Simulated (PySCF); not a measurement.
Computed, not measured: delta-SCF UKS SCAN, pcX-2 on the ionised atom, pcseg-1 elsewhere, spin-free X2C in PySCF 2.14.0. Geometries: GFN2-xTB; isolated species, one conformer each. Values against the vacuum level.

Problem. Rank by computed C 1s binding energy, lowest first.
A. Carbon in `FC[SiH3]`
B. C2 in `[N:1]#[C:2][CH2:3][F:4]`
C. C3 in `[F:1][c:2]1[cH:3][s:4][cH:5][p:6]1`
D. Carbon in `C[O+](C)C`

Solution. C (291.16 eV), A (292.58 eV), B (293.11 eV), D (298.57 eV).

The highest is bonded to O and 3 H in a species of charge +1, the lowest to S (aromatic in the SMILES), C (aromatic in the SMILES) and H; the range is 7.41 eV.

Problem. Rank by computed F 1s binding energy, lowest first.
A. Fluorine in `Fc1cscp1`
B. Fluorine in `C(F)[SiH3]`
C. Fluorine in `N#CCF`

Solution. B (692.32 eV), A (693.03 eV), C (693.66 eV).

The highest is bonded to C, the lowest to C; the range is 1.34 eV.
